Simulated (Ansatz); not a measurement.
A nudged elastic band was laid between two geometries of BFH5N (8 atoms, charge 0, multiplicity 1).

The calculation used RKS PBE-D4/def2-SVP in Ansatz.

| Quantity | Value |
| --- | --- |
| movable images | 5 |
| climbing image | yes |
| spring | 5.0 eV/Å² |
| optimiser | quadratic models (default) |
| start path | straight line |
| force threshold | 0.05 eV/Å |
| iteration limit | 60 |
| end points | relaxed |

Image 0:

```xyz
8
Properties=species:S:1:pos:R:3
B 0.053 0.100 0.155
H 0.191 -0.638 1.140
F 1.157 0.142 -0.704
H -1.043 0.025 -0.417
N 0.025 1.630 0.830
H 0.906 1.825 1.329
H -0.085 2.351 0.101
H -0.752 1.727 1.498
```

Image 6:

```xyz
8
Properties=species:S:1:pos:R:3
B 0.264 0.871 -0.781
H -0.758 -0.352 2.973
F 1.424 0.345 -1.217
H -0.762 0.642 -1.395
N 0.262 1.669 0.374
H 1.110 1.883 0.903
H -0.584 2.103 0.739
H -0.504 0.001 2.337
```

**Question.** What changes between the two ends?

**Answer.** Bonds broken: B1–H2, N5–H8. Bonds formed: H2–H8. BFH5N becomes BFH3N + H2.

**Question.** What energy profile does the band end with?

**Answer.** The forces met the threshold. The highest image is number 2 of 0 to 6, 1.36 eV above the first end and 1.56 eV above the last; the last end lies 0.20 eV below the first. Neighbouring images differ by up to 1.2 eV, so the band resolves the path poorly. Another band between the same ends (5 images) ends at a top of the same energy, where a vibrational analysis finds 1 clearly imaginary mode. The orbitals stay closed-shell, which can raise the energy where a bond breaks towards radicals; this wasn't checked here.

```tsv
image	path coordinate (Å)	energy (eV)	B1–H2 (Å)	N5–H8 (Å)	H2–H8 (Å)
0	0.00	0.00	1.24	1.03	2.57
1	0.93	0.12	1.24	1.03	2.09
2	1.86	1.36	1.43	1.37	1.03
3	2.72	0.15	2.20	2.16	0.77
4	3.57	-0.16	3.02	2.68	0.77
5	4.42	-0.19	3.63	2.73	0.77
6	5.28	-0.20	4.08	2.69	0.77
```

**Question.** What is the geometry of the highest image?

**Answer.** 
```xyz
8
Properties=species:S:1:pos:R:3
B 0.021 0.356 0.079
H -0.282 -0.317 1.309
F 1.195 -0.171 -0.380
H -1.002 0.193 -0.571
N 0.119 1.782 0.725
H 1.064 2.069 1.000
H -0.407 2.551 0.300
H -0.257 0.700 1.470
```

The run took 2.1 min on 1 thread of Arm Neoverse V1, with other jobs on the host, peak memory 0.11 GiB.
